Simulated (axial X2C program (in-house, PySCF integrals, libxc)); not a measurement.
# Outer orbitals of AlN at 1.799 Å, PBE0

Calculated with an in-house all-electron X2C program for linear molecules (integrals from PySCF). Spin-free means the one-electron spin-free X2C Hamiltonian; two-component (2c) means X2C with spin–orbit coupling and atomic mean-field two-electron Coulomb and Gaunt terms, so the difference of the two also holds small scalar two-electron terms. Basis: Al dyall-v3z [8s8p2d1f], N dyall-v3z [6s6p2d1f] (cores contracted in-house); Gaussian nuclei, density fitting, unrestricted open shells. Masses: Al 26.982 u, N 14.003 u.

The distance is close to the 2c PBE0 minimum; the highest filled and lowest empty levels are listed.

Spin-free orbitals, state M_S = 1, Λ = 1 (beyond evenly filled blocks: σα, π+α, π+β, π-α) (Löwdin shares):

| symmetry | occupied | ε (eV) | atomic character |
| --- | --- | --- | --- |
| σα | yes | -21.52 | 72% N s, 10% Al p, 8% Al s |
| σβ | yes | -18.45 | 69% N s, 11% Al p, 10% Al s |
| σα | yes | -10.50 | 68% N p, 24% Al s, 5% N s |
| π+α | yes | -8.31 | 84% N p, 10% Al p, 5% Al d |
| π-α | yes | -8.31 | 84% N p, 10% Al p, 5% Al d |
| σβ | yes | -8.20 | 54% Al s, 31% N p, 6% Al p |
| σα | yes | -7.26 | 49% Al s, 29% Al p, 20% N p |
| π+β | yes | -6.35 | 72% N p, 21% Al p, 5% Al d |
| π-β | no | -3.62 | 58% N p, 37% Al p, 3% Al d |
| σβ | no | -3.49 | 50% N p, 25% Al p, 21% Al s |
| π-α | no | -1.46 | 84% Al p, 7% Al d, 7% N p |
| π+α | no | -1.46 | 84% Al p, 7% Al d, 7% N p |

Spinors with spin–orbit coupling (state Ω = 2):

```tsv
ω	occupied	ε (eV)	atomic character	λ mixture
1/2	yes	-21.52	72% N s, 10% Al p, 8% Al s	100% σ
-1/2	yes	-18.45	69% N s, 11% Al p, 10% Al s	100% σ
1/2	yes	-10.50	68% N p, 24% Al s, 5% N s	100% σ
-1/2	yes	-8.31	83% N p, 10% Al p, 5% Al d	100% π
3/2	yes	-8.30	84% N p, 10% Al p, 5% Al d	100% π
-1/2	yes	-8.20	54% Al s, 31% N p, 6% Al p	100% σ
1/2	yes	-7.26	49% Al s, 29% Al p, 20% N p	100% σ
1/2	yes	-6.35	72% N p, 21% Al p, 5% Al d	100% π
-3/2	no	-3.62	58% N p, 37% Al p, 3% Al d	100% π
-1/2	no	-3.49	50% N p, 25% Al p, 21% Al s	100% σ
-1/2	no	-1.46	84% Al p, 7% Al d, 7% N p	100% π
3/2	no	-1.46	84% Al p, 7% Al d, 7% N p	100% π
```

Mulliken charges and populations of the two-component result (they depend on the basis, above all on diffuse functions):

Al 0.33 e (s 5.69 p 6.80 d 0.15 f 0.03), N -0.33 e (s 3.80 p 3.52 d 0.01). ⟨Lz⟩ = 1.00 ħ and ⟨Sz⟩ = 1.00 ħ (0.18 and 0.82 on the two atoms), which add up to Ω.

Density functionals use the spin component along the axis (collinear). The functionals have no current-density term, which raises determinants with orbital currents, atoms included. The state is one determinant with fixed occupations, lowest in a PBE0 search at one distance only: followed along the bond, the spin-free determinant M_S = 1, Λ = 0 reaches 0.13 eV lower at PBE0, at Re = 1.934 Å, so the state shown is not the lowest. With several unpaired electrons one determinant need not be a pure state. A state of lower Ω lies just above, and one determinant can place such states too high, so the state shown need not be the lowest. The search has Ω = 1 only 0.02 eV up. Open-shell Ω = 0 determinants with evenly filled partner blocks cannot be reached by this program, so the Ω shown need not be the lowest component. The determinant is spin-polarised beyond a pure state at some levels (its spin-free form has ⟨S²⟩ too high), which makes Re and μ there less reliable.
